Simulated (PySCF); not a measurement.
methacrylonitrile, C4H5N, SMILES C=C(C)C#N, point group Cs.

Level: B3LYP/6-31G* in PySCF (density fitting, grid level 2); geometry and Hessian at that level, cubic constants and property derivatives from steps of ±1.0 along each species' dimensionless normal coordinates, second-order vibrational perturbation theory. The parent has the commonest isotopes.

Equilibrium geometry (Å):

```tsv
atom	x	y	z
C1	1.4334	-0.0042	-0.2922
C2	0.1436	0.2242	-0.0028
C3	-0.9237	-0.8449	0.0446
C4	-0.2886	1.5664	0.2878
N5	-0.6733	2.6378	0.5276
H6	2.1663	0.7955	-0.3145
H7	1.7821	-1.0085	-0.5147
H8	-0.4956	-1.8235	-0.1892
H9	-1.7232	-0.6315	-0.6744
H10	-1.3855	-0.8926	1.0376
```

**Question.** Give the equilibrium and ground-state rotational constants (MHz) of parent; ²H at 8.

**Answer.** 
| species | Ae | Be | Ce | A0 | B0 | C0 | Δ0 (u Å²) | harmonic ZPE (cm⁻¹) |
| --- | --- | --- | --- | --- | --- | --- | --- | --- |
| parent | 9252.5 | 4147 | 2915.4 | 9182.7 | 4139.7 | 2901.4 | -2.930 | 17414 |
| ²H at 8 | 9084.2 | 3971.1 | 2811.4 | 9015 | 3963.2 | 2798 | -2.956 | 16705 |

Δ0 = Ic − Ia − Ib from the ground-state constants.

**Question.** How is the parent's vibrational correction B0 − Be made up?

**Answer.** 
```
axis  harmonic  Coriolis  cubic  total (MHz)
   a      21.7     -13.2  -78.3        -69.8
   b      7.25      -4.2  -10.4         -7.3
   c      1.22     -1.88  -13.3          -14
```

**Question.** And its quartic centrifugal distortion constants from the harmonic force field?

**Answer.** Asymmetric top, A reduction, Ir representation: ΔJ = 0.72 kHz, ΔJK = 13 kHz, ΔK = -4.78 kHz, δJ = 0.249 kHz, δK = 8.03 kHz.

**Question.** Which nuclear quadrupole couplings χaa, χbb, χcc (MHz) does the parent show, at equilibrium and averaged?

**Answer.** 14N at 5: -3.6, 1.8, 1.8 and -3.6, 1.8, 1.8.

A mode lies under 250 cm⁻¹, where this perturbation treatment is rough. Internal rotors are held in one well.
